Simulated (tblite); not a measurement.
Species: C₂H₂N (doublet state).
SMILES: `[CH2]C#N`

Computed values, GFN2-xTB/tblite, gas phase, harmonic and unscaled. Against measured fundamentals such values can be off by several per cent, at times by over 20. Open shells enter through the occupations alone, without spin polarisation, and single modes of such species can be off by tens of per cent.

Harmonic wavenumbers (cm⁻¹): 372.0, 383.2, 681.4, 924.8, 1136.4, 1352.2, 2199.3, 3110.7, 3147.9.

A = 291488, B = 10564, C = 10194 MHz; mass 40.019 u (most abundant isotopes); point group C2v, symmetry number 2; spin multiplicity 2.

Question: What is the zero-point energy?

Answer: ½Σν̃ = 6654 cm⁻¹ = 79.60 kJ/mol.

Question: Give the ideal-gas entropy at 200 K and 1 bar in the rigid-rotor, harmonic-oscillator model (classical rotation).

Answer: Translation 146.57, rotation 72.37, vibration 4.81, spin (R ln 2) 5.76: S = 229.5 J/(mol K).

Question: And Cp and H(200 K) − H(0)?

Answer: Cp = 44.75 J/(mol K), of which vibrations give 11.49 (their classical limit is 9 R = 74.8); H(200 K) − H(0) = 7.37 kJ/mol without the zero-point energy, 0.72 from vibrations.

Question: Which modes carry the vibrational entropy at 200 K?

Answer: 372.0 cm⁻¹: 2.24; 383.2 cm⁻¹: 2.10; 681.4 cm⁻¹: 0.37; 924.8 cm⁻¹: 0.08; 1136.4 cm⁻¹: 0.02; 1352.2 cm⁻¹: 0.01 J/(mol K); the other 3 give 0.00 together.

Question: How do the functions run with temperature in this model?

Answer: 
```tsv
T (K)	S (J/(mol K))	Cp (J/(mol K))	H − H(0) (kJ/mol)	G − H(0) (kJ/mol)	ln q(vib)
300	249.3	53.3	12.28	-62.51	0.41
500	279.8	66.3	24.33	-115.57	1.11
800	313.9	78.9	46.24	-204.88	2.23
1000	332.2	84.8	62.63	-269.53	2.95
```

q(vib) and H(0) count from the zero-point level.
